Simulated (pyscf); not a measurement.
Group migration: `[SiH3][Ga]=[AsH]` → `[SiH3][AsH][Ga]` [singlet]

Gas phase, singlet surface, charge 0. Bonds broken: Ga2–Si5. Bonds formed: As1–Si5. Structures and frequencies: ωB97X-D3(BJ)/def2-SVP in PySCF. MP2 and CC: frozen core, UHF for open shells. ΔMP2 is the change of the MP2 total energy from the triple- to the quadruple-zeta basis.

Transition state (Å):

```xyz
7

As     0.1466     1.6683     1.0054
Ga     0.7850     0.1938    -0.7138
H      1.4214     2.4186     0.5870
H     -0.1732    -1.3560    -1.2424
Si    -1.3058    -1.1280    -0.0339
H     -1.2534    -2.4619     0.6602
H     -2.5874    -1.1676    -0.8211
```

One imaginary mode, 354i cm⁻¹; descent along it reached the two sides named.

```csv
bond,change,reactant side (Å),saddle,product side
Ga2–Si5,breaks,2.389,2.565,3.1
As1–Si5,forms,4.6,3.3,2.332
```

Electronic energies relative to the reactant's lowest minimum found (kcal/mol):

| level | barrier | reaction energy | reverse barrier |
|---|---|---|---|
| ωB97X-D3(BJ)/def2-TZVP | 67.5 | -17.8 | 85.3 |
| PBE/def2-TZVP | 52.1 | -12.3 | 64.5 |
| r²SCAN/def2-TZVP | 58.1 | -11.1 | 69.1 |
| B3LYP-D3(BJ)/def2-TZVP | 56.5 | -16.0 | 72.5 |
| PBE0-D3(BJ)/def2-TZVP | 58.6 | -14.5 | 73.2 |
| M06-2X/def2-TZVP | 59.9 | -15.4 | 75.2 |
| ωB97M-D3(BJ)/def2-TZVP | 60.9 | -17.6 | 78.5 |
| HF/def2-TZVP | 75.4 | -15.4 | 90.8 |
| MP2/def2-QZVPP | 63.2 | -12.5 | 75.7 |
| CCSD/def2-TZVPP | 63.6 | -13.2 | 76.8 |
| CCSD(T)/def2-TZVPP | 59.7 | -12.1 | 71.8 |
| CCSD(T)/def2-TZVPP + ΔMP2(QZVPP) | 58.9 | -13.1 | 72.0 |

With CCSD(T)/def2-TZVPP + ΔMP2(QZVPP) energies and thermal terms (ideal gas, 1 atm, RRHO with modes under 100 cm⁻¹ raised to 100, one conformer, R ln 2 for rigid chiral ones), in kcal/mol:

```tsv
T (K)	ΔH‡	ΔG‡	ΔH	ΔG
298	56.4	56.5	-12.7	-12.1
600	56.1	56.7	-12.9	-11.5
900	55.8	57.1	-13.0	-10.8
1200	55.4	57.6	-13.0	-10.0
```

From the product side, SiH₃• + [Ga=AsH]• lies, by one bond made or cut, 7.0 kcal/mol under this saddle at ωB97M-D3(BJ). The same reactants have a lower exit, to SiH₃• + [Ga=AsH]• (no saddle counted: cutting one bond costs +53.9 kcal/mol at ωB97M-D3(BJ), against +60.9 kcal/mol here). One saddle was located; it need not be the lowest between these sides. A restricted solution here is unstable towards spin polarisation, so biradical character is likely and single-reference numbers are less safe. The CCSD(T) − MP2 part came from Ansatz, without density fitting, on the same reference. The frozen core leaves the outer d or s,p core shells of the metals and heavy elements correlated in the MP2 and CC values, and def2-TZVPP describes them poorly, which can shift differences by a few kcal/mol. Elements up to Kr have no core potential and no relativistic terms here.
